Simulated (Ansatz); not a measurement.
`[OH][AlH2]` + `[OH]`• → `[O][AlH2]`• + H₂O at 298.15 K and 1 bar (hydrogen abstraction from the O–H bond).

Isolated molecules relaxed with PBE0-D4/def2-TZVP in Ansatz; ΔE leaves out vibrations. CBS: def2 TZ/QZ extrapolation, frozen cores. Open shells (•) are unrestricted, without spin–orbit coupling.

```tsv
species	CCSD(T)/CBS energy (Eh)	H − E (kJ/mol)	S (J/(mol·K))
`[OH][AlH2]`	-319.02762	82.3	252.8
`[OH]`•	-75.67603	31.1	184.0
`[O][AlH2]`•	-318.32392	50.0	248.4
H₂O	-76.37685	66.4	188.7
```

H − E and S are ideal-gas, rigid-rotor, harmonic terms from PBE0-D4/def2-TZVP, with the whole ground term of open shells counted as degenerate. 1 Eh = 2625.50 kJ/mol, R = 8.31446 J/(mol·K).

Task: By hand: ΔE, ΔH, ΔS and ΔG.

Result: ΔE = (-318.32392) + (-76.37685) − (-319.02762) − (-75.67603) = 0.00288 Eh = 7.6 kJ/mol. Δ(H − E) = 50.0 + 66.4 − 82.3 − 31.1 = 3.0, so ΔH = 10.6 kJ/mol. ΔS = 248.4 + 188.7 − 252.8 − 184.0 = 0.3 J/(mol·K). ΔG = 10.6 − 298.15 × (0.3)/1000 = 10.5 kJ/mol.

Task: By hand: the equilibrium constant, and the temperature at which ΔG would vanish if ΔH and ΔS stayed fixed.

Result: log₁₀ K = −ΔG/(RT ln 10) = -1.8. ΔG = 0 at ΔH/ΔS = 35333 K, far beyond where these terms or the molecules hold.

The number of gas molecules stays the same, so ΔS is small and ΔH decides. A doubt of 5 kJ/mol in ΔE shifts log₁₀ K by 0.9 here. These are equilibria of isolated gas molecules and say nothing of rates. Largest T1 diagnostic: 0.018 (customary marks: 0.02 for closed shells, 0.045 for open ones).
